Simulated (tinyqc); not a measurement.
Hueckel theory of the pi electrons, for the molecule C=CC(=C)O (SMILES; centres numbered as the heavy atoms are written), step by step. One step of it, computed by the program tinyqc.

Task: Energy, charges, bond orders. E = sum n x; q_r = z_r - P_rr; bond order p = P_rs; free valence = sqrt(3) - sum of p over the bonds of the atom.

x values: 2.423031  1.356617  0.555253  -0.650573  -1.684328

occupations: 2.000000  2.000000  2.000000  0.000000  0.000000

charge and bond-order matrix P, lower triangle:
```
,1C,2C,3C,4C,5O
1C,0.988789
2C,0.899400,1.008053
3C,0.019264,0.431155,0.952924
4C,-0.434517,0.019264,0.865671,1.110970
5O,-0.042161,-0.068911,0.249262,-0.221637,1.939265
```

Centres:
```
centre,"z_r, pi electrons of the neutral centre",h
1C,1,0.000000
2C,1,0.000000
3C,1,0.000000
4C,1,0.000000
5O,2,2.000000
```

Bonds:
```
i,j,k
1,2,1
2,3,1
3,4,1
3,5,0.800000
```

Give: pi energy = 6 alpha + this times beta; pi charges; Bond orders and lengths from R = 1.517 - 0.180 p; free valence of the carbons; gap between the highest filled and the next level.

Result:

pi energy = 6 alpha + this times beta = 8.670

pi charges: 1C 0.011, 2C -0.008, 3C 0.047, 4C -0.111, 5O 0.061

Bond orders and lengths from R = 1.517 - 0.180 p (angstrom, C-C alone):
```
bond,p,R
1-2,0.899,1.355
2-3,0.431,1.439
3-4,0.866,1.361
3-5,0.249,-
```

free valence of the carbons: 1C 0.833, 2C 0.401, 3C 0.186, 4C 0.866

gap between the highest filled and the next level = 1.206 |beta|
